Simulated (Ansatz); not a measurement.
# AlH4: the cost of one run

Program: Ansatz 0.2.0, Gaussian basis. Level of theory: aug-cc-pVDZ, all electrons in the functionals, frozen cores in the correlation of double hybrids and RPA. These are calculated values, not measurements.

To be run: RPA-PBE, at charge 1, triplet; charge 0, doublet; charge 0, quartet; charge 1, singlet; charge 1, quintet.

9 further runs of the same task are left out: 2 for a known fault of the program, 1 that didn't finish, 6 set aside as unsound or not needed.

**1. What is computed**

The geometry is a PBE0/def2-TZVP stationary point (not a proven minimum).

5 atoms, charge 1, spin multiplicity 3.

Atoms are counted from 1 here; the program's logs count them from 0.

Bond lengths: Al1–H2 1.663 Å, Al1–H3 1.663 Å, Al1–H4 1.663 Å, Al1–H5 1.663 Å. Angles: H2–Al1–H3 135.7°, H2–Al1–H4 64.5°, H2–Al1–H5 135.7°, H3–Al1–H4 135.7°, H3–Al1–H5 64.5°, H4–Al1–H5 135.7°.

Geometry (Å):

```csv
atom,x (Å),y (Å),z (Å)
Al1,0.00000,0.00000,0.00000
H2,0.62118,1.41043,0.62592
H3,-0.62495,-1.40742,0.62894
H4,-0.62989,1.40352,-0.63270
H5,0.63367,-1.40653,-0.62215
```

No dispersion term is added.

The geometry shown and the zero of energy belong to the point charge 1, triplet. The yardstick, FCI, and other wave-function levels (R restricted, U unrestricted, valence and pair active spaces) come from earlier runs.

**2. RPA-PBE, charge 1, triplet**

The input, in.yaml:

```yaml
crystal:
  periodic: [false, false, false]
  atoms:
    - {symbol: Al, position_ang: [0.000000, 0.000000, 0.000000]}
    - {symbol: H, position_ang: [0.621180, 1.410429, 0.625916]}
    - {symbol: H, position_ang: [-0.624953, -1.407416, 0.628935]}
    - {symbol: H, position_ang: [-0.629895, 1.403521, -0.632699]}
    - {symbol: H, position_ang: [0.633669, -1.406534, -0.622152]}
basis:
  gaussian: {orbitals: aug-cc-pVDZ}
total_charge: 1
magnetization: {spin_polarized: true, initial_magnetization: 2}
hamiltonian: {xc: {name: PBE}}
correlation: {method: rpa, electrons: outside_noble_gas}
```

Launch:

```bash
$ ansatz run in.yaml --threads 1 --pin off --events-out ev --progress --plain --max-ram 4160MiB --backend cpu
```

Q: Estimate wall time and peak memory on 1 thread of AMD EPYC 7R13, shared host.

About 1.3 s, with a peak of 0.25 GiB.
